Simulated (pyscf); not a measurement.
PySCF, gas phase, ωB97X-D3(BJ)/def2-SVP geometries.

What is the homolytic dissociation enthalpy (298 K, ωB97M-D3(BJ)/def2-TZVP) of the C–O bond of `[CH2]=[CH][CH]=[CH][O][CH3]`, to •HC=CH–CH=CH₂ + H₃C–O•?

C–O to •HC=CH–CH=CH₂ + H₃C–O•: 410.9 kJ/mol. The 7 functionals that were run give +380.2 (r²SCAN) to +418.9 kJ/mol (M06-2X). The radicals are drawn with the spin at the cut bond; how far it spreads was not checked. H₂C=CH–CH=CH–O–CH₃ lies 92.3 kJ/mol over its isomer H₃C–CH₂–CH=CH–CH=O, and others may lie lower still (electronic energy, ωB97M-D3(BJ)). •HC=CH–CH=CH₂ lies 47.1 kJ/mol over its isomer •HC=C=CH–CH₃, and others may lie lower still (electronic energy, ωB97M-D3(BJ)).
